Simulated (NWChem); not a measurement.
## How basis sets differ on C2H8Si (dimethylsilane)

The species is C2H8Si (11 atoms), meant as a singlet with charge 0. As SMILES, `C[SiH2]C`. Geometry: relaxed at PBE0-D4/def2-TZVP.

Quantity: the dipole moment, in D. The values are calculated.

Measured value to compare with: NIST CCCBDB gives the dipole moment of the gas as 0.75 D.

```json
{"level": "TPSSh/3-21G", "kind": "hybrid meta-GGA", "program": "NWChem", "value (D)": "0.78", "computed − measured": "+0.03", "CPU time": "9.4 s"}
{"level": "TPSSh/6-31G* (spherical functions)", "kind": "hybrid meta-GGA", "program": "NWChem", "value (D)": "0.85", "computed − measured": "+0.10", "CPU time": "19 s"}
{"level": "TPSSh/pcseg-1", "kind": "hybrid meta-GGA", "program": "NWChem", "value (D)": "0.76", "computed − measured": "+0.01", "CPU time": "95 s"}
{"level": "TPSSh/6-311G**", "kind": "hybrid meta-GGA", "program": "NWChem", "value (D)": "0.76", "computed − measured": "+0.01", "CPU time": "30 s"}
```

Nearest: TPSSh/pcseg-1 (+0.01 D), TPSSh/6-311G** (+0.01 D); farthest: TPSSh/6-31G* (spherical functions) (+0.10 D). The measured dipole is a vibrational average, so differences of a few hundredths of a debye mean little. Magnitudes only: a small dipole may point the other way at some levels. Sets without polarisation functions give poor dipoles. Times are those of the runs behind each value, whatever else they computed, on shared processors of several kinds: orders of magnitude only.
